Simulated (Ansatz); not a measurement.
**C₄H₈O₂: a ladder of functionals and wavefunction methods**

An exercise on one series of results from a longer session: the logs are not shown, and one member is left open.

Program: Ansatz 0.2.0, Gaussian basis. Level of theory: functionals in def2-TZVPP, the program's frozen cores in correlated methods. These are calculated values, not measurements.

The runs, in order: LDA (SPW92), PBE-D4, revPBE-D4, BLYP-D4, r2SCAN-D4, B97M-V, PBE0-D4, B3LYP-D4, r2SCANh-D4, r2SCAN0-D4, HSE06-D4, BHLYP-D4, CAM-B3LYP-D4, LC-ωPBE, ωB97X-V, ωB97M-V, B2PLYP, PBE-QIDH; CCSD(T)/def2-SVP; CCSD(T)/def2-TZVPP; MP2/def2-QZVPP; extrapolation to the limit; RPA on PBE.

## The geometry

All runs share one geometry, relaxed beforehand with PBE0-D4 in a triple-zeta def2 set.

SMILES `C=C(OC)OC`, 14 atoms, charge 0, spin multiplicity 1.

Atoms are counted from 1 here; the program's logs count them from 0.

Bond lengths: C1–C2 1.336 Å, C1–H7 1.077 Å, C1–H8 1.079 Å, C2–O3 1.343 Å, C2–O5 1.342 Å, O3–C4 1.409 Å, C4–H9 1.088 Å, C4–H10 1.094 Å, C4–H11 1.094 Å, O5–C6 1.415 Å, C6–H12 1.089 Å, C6–H13 1.092 Å, C6–H14 1.092 Å. Angles: C2–C1–H7 122.0°, C2–C1–H8 118.8°, H7–C1–H8 119.2°, C1–C2–O3 126.9°, C1–C2–O5 120.9°, O3–C2–O5 112.2°, C2–O3–C4 116.8°, O3–C4–H9 106.3°, O3–C4–H10 110.8°, O3–C4–H11 110.8°, H9–C4–H10 109.8°, H9–C4–H11 109.8°, H10–C4–H11 109.3°, C2–O5–C6 118.9°, O5–C6–H12 105.3°, O5–C6–H13 111.7°, O5–C6–H14 111.7°, H12–C6–H13 109.6° and more.

Set-up of the first run:

The input, in.yaml:

```yaml
crystal:
  periodic: [false, false, false]
  atoms:
    - {symbol: C, position_ang: [-1.239282, -0.987896, -0.905556]}
    - {symbol: C, position_ang: [-0.437088, -0.038160, -0.417620]}
    - {symbol: O, position_ang: [0.490806, -0.182343, 0.542166]}
    - {symbol: C, position_ang: [0.637707, -1.469116, 1.096675]}
    - {symbol: O, position_ang: [-0.498573, 1.220091, -0.879403]}
    - {symbol: C, position_ang: [0.372279, 2.192067, -0.332529]}
    - {symbol: H, position_ang: [-1.204922, -2.003475, -0.548254]}
    - {symbol: H, position_ang: [-1.941876, -0.726058, -1.681430]}
    - {symbol: H, position_ang: [1.423586, -1.391424, 1.845722]}
    - {symbol: H, position_ang: [0.927971, -2.192795, 0.329104]}
    - {symbol: H, position_ang: [-0.292864, -1.797825, 1.569031]}
    - {symbol: H, position_ang: [0.137953, 3.116149, -0.858199]}
    - {symbol: H, position_ang: [0.203780, 2.327708, 0.738200]}
    - {symbol: H, position_ang: [1.420533, 1.933087, -0.497907]}
basis:
  gaussian: {orbitals: def2-TZVPP}
hamiltonian: {xc: lda}
output: {orbitals: {seedname: orbitals}}
```

Run with:

```console
ansatz run in.yaml --threads 2 --pin off --events-out ev --progress --plain --max-ram 22528MiB --backend cuda --devices 0, --max-vram 18GiB
```

Steps of the session up to this table: LDA; PBE-D4 (GGA); revPBE-D4 (GGA); BLYP-D4 (GGA); r2SCAN-D4 (meta-GGA); B97M-V (meta-GGA); PBE0-D4 (hybrid); B3LYP-D4 (hybrid); r2SCANh-D4 (hybrid); r2SCAN0-D4 (hybrid); HSE06-D4 (hybrid); BHLYP-D4 (hybrid); CAM-B3LYP-D4 (range-separated); LC-ωPBE (range-separated); ωB97X-V (range-separated); ωB97M-V (range-separated); B2PLYP (double hybrid); PBE-QIDH (double hybrid).

One table of the session follows, with a row left open; its other results are not shown here.

It belongs to the step «Orbital energies across the functionals». 

| functional | HOMO (eV) | LUMO (eV) | gap (eV) |
| --- | --- | --- | --- |
| LDA (SPW92) | -4.99 | 0.32 | 5.31 |
| PBE-D4 | -4.80 | 0.58 | 5.38 |
| revPBE-D4 | -4.72 | 0.68 | 5.40 |
| BLYP-D4 | -4.67 | 0.57 | 5.24 |
| r2SCAN-D4 | -5.00 | 0.87 | 5.87 |
| B97M-V | -5.06 | 0.76 | 5.82 |
| PBE0-D4 | -5.99 | 1.42 | 7.41 |
| B3LYP-D4 | -5.78 | 1.07 | 6.85 |
| r2SCANh-D4 | -5.45 | 1.24 | 6.70 |
| r2SCAN0-D4 | -6.14 | 1.80 | 7.94 |
| HSE06-D4 | -5.59 | 1.05 | 6.64 |
| BHLYP-D4 | -7.07 | 2.01 | 9.08 |
| CAM-B3LYP-D4 | -7.33 | 2.17 | 9.50 |
| LC-ωPBE | ? | ? | ? |
| ωB97X-V | -8.31 | 3.28 | 11.59 |
| ωB97M-V | -8.24 | 2.84 | 11.08 |

Estimate the missing values for LC-ωPBE.

**Answer.** HOMO (eV): -8.65; LUMO (eV): 3.51; gap (eV): 12.17. In the column «HOMO (eV)» it is the lowest.
